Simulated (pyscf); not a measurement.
HB=O (SMILES B=O) + HCl (SMILES Cl) -> HO–BH–Cl (SMILES OBCl), gas phase, singlet surface. Single points on ωB97X-D3(BJ)/def2-SVP structures (PySCF, gas phase). MP2 and CC: frozen core, UHF for open shells. ΔMP2 is the change of the MP2 total energy from the triple- to the quadruple-zeta basis. ΔG in kcal/mol from CCSD(T)/def2-TZVPP + ΔMP2(QZVPP) energies (ideal gas, 1 atm, RRHO with modes under 100 cm⁻¹ raised to 100, one conformer, R ln 2 for chiral ones without a mode under 150 cm⁻¹).

```json
[
 {"T (K)": "298", "ΔG": "-21.3"},
 {"T (K)": "600", "ΔG": "-12.0"},
 {"T (K)": "900", "ΔG": "?"},
 {"T (K)": "1200", "ΔG": "+6.3"}
]
```

**Question.** Fit a line to the three values, predict ΔG at 900 K, and estimate where the reaction turns unfavourable at 1 atm of each gas.

**Answer.** Least squares gives ΔG = -30.4 + 30.6 × T/1000 K, so ΔS is about -128 J/(mol K) and ΔH about -30.4 kcal/mol over this range (ΔH at 298 K: -30.2). At 900 K the line gives -2.9; the computed value is -2.8. ΔG = 0 falls near 990 K; 1 kcal/mol in the energy moves that by 33 K. This is thermodynamics alone and says nothing of the barrier. The CCSD(T) − MP2 part came from Ansatz, without density fitting, on the same reference.
